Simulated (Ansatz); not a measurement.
## H2Si–AlH2, quartet: the ladder up to UCCSDT(Q)

Geometry: that of the H2Si–AlH2, doublet, kept fixed. The doublet lies 3.8 eV lower here.

```xyz
6

Si    0.0000   -0.0707    1.2015
Al    0.0000    0.0325   -1.2382
H     1.2043    0.4912    1.8823
H    -1.2043    0.4912    1.8823
H     0.0000    1.4238   -2.0084
H     0.0000   -1.3073   -2.0883
```

Basis cc-pVDZ; Ansatz 0.2.0. Only valence electrons are correlated (noble-gas cores frozen), which leaves 11 electrons in 46 orbitals. R marks a restricted (for open shells ROHF) determinant, U an unrestricted one.

Full CI isn't at hand for all of this; UCCSDT(Q) serves as the reference, and is uncertain by the last step of the cluster series or more. The frozen core follows each run's orbitals, which can shift R against U totals by a few meV.

For open shells CISD is restricted-active-space CI with the open shells as a complete middle space.

The UHF ⟨S²⟩ is 3.757, the T1 diagnostic (RCCSD) is 0.0309 and the largest doubles amplitude (RCCSD) is 0.051. The T1 diagnostic (UCCSD) is 0.0287.

```csv
level,E − E(RHF) (eV)
UHF,-0.0626
RMP2,-3.9458
UMP2,-3.9486
RCCSD,-5.1592
UCCSD,-5.1603
RCCSD(T),-5.2989
UCCSD(T),-5.2992
```

**Question.** Estimate how far UCCSDT(Q) in cc-pVDZ lies from RCCSD(T). The table doesn't fix it; the size of (T) and the diagnostics are the guide.

**Answer.** UCCSDT(Q) in cc-pVDZ lies 5.1 kJ/mol below RCCSD(T), which is 38 % of the (T) step (-13.5 kJ/mol). T1 is raised, and the rest is a large part of (T). The miss exceeds 1 kcal/mol.

The other levels:

| level | E − E(UCCSDT(Q)) (kJ/mol) | share of correlation (%) | wall time |
| --- | --- | --- | --- |
| CISD | 57.5 | 88.87 | 10 s |
| BCCD(T) | 5.0 | 99.03 | 3.9 s |
| RCCSDT | 0.5 | 99.90 | – |
| UCCSDT | 0.5 | 99.90 | – |
| RCCSDT(Q) | 0.1 | 99.98 | 38 s |

The correlation energy at UCCSDT(Q), counted from RHF, is -5.352 eV. That run took 35 s on 1 thread of AMD EPYC 9B14, shared host.

Times hold each run's SCF and search for its determinant on a shared host, so for small cases they say little of a method's own cost; they ran on 1 thread of AMD EPYC 9B14. Some runs computed forces too.
